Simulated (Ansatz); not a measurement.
A made-up structure of SiNH₂ (charge +1), closed shell:

```
4
angstrom
N 0.3189 -0.6816 0.4275
Si -0.2346 0.4974 -0.3132
H 0.6816 -1.4794 0.9211
H 0.6988 0.1960 0.7823
```

It is relaxed with PBE-D4/def2-SVP and then PBE0-D4/def2-TZVP (Ansatz 0.2.0). Atoms count as bonded within 1.22 times the sum of their covalent radii (H–H: 0.88 Å). The end point is not checked to be a true minimum.

Question: Does its bonding change? (A judgement: the text doesn't fix the answer.)

Answer: By the calculation: Yes. Formed: none; broken: Si2–H4.

Where it ends: The first stage lowers the energy by 2.05 eV in 7 steps. It ends as SiNH₂ ([NH2][Si]), total charge +1:
| atom | x (Å) | y (Å) | z (Å) |
| --- | --- | --- | --- |
| N1 | 0.4356 | -0.4184 | 0.5388 |
| Si2 | -0.5117 | 0.2836 | -0.6118 |
| H3 | 0.5009 | -1.4219 | 0.7064 |
| H4 | 1.0399 | 0.0891 | 1.1844 |

Labels in which every atom is bracketed show which atoms are joined, not bond orders.

For scale, one of the runs: PBE0-D4/def2-TZVP relaxation, 80 basis functions, launched by `ansatz run in.yaml --threads 2 --pin off --events-out ev --progress --plain --max-ram 4352MiB`. Hardware: 2 CPU threads of an Arm Neoverse V1, shared host. Wall time about 3.6 s.
